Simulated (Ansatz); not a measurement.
**hcp Hf**

The numbers are results of LDA (Ansatz, an electronic-structure program, plane waves, PAW), not measurements.

Numerical settings: plane-wave cutoff 520 eV, 16×16×10 k mesh (along the axes of the cell as run), Fermi–Dirac smearing 0.1 eV, perturbation theory, force constants from a 4×4×2 q mesh, scalar-relativistic PAW data made under PBE.

Cell: relaxed at this level.

For hcp Hf, the zero-point energy is 0.019 eV/atom.

Spin–orbit coupling is not included.

Cost on a shared machine: around 40 core-minutes (rough).
